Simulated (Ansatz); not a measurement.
Species: BF$_{3}$, SMILES `FB(F)F` (charge 0, multiplicity 1).

Question: Give a relaxed geometry from PBE0-D4/def2-TZVP (Ansatz, a quantum-chemistry and plane-wave program).

Answer: the end point of this relaxation (outside a Z-matrix the atoms follow the SMILES, hydrogens last).
Z-matrix (Å, degrees):
```
B
F 1 1.3111
F 1 1.3112 2 120.00
F 1 1.3112 2 120.00 3 180.00
```
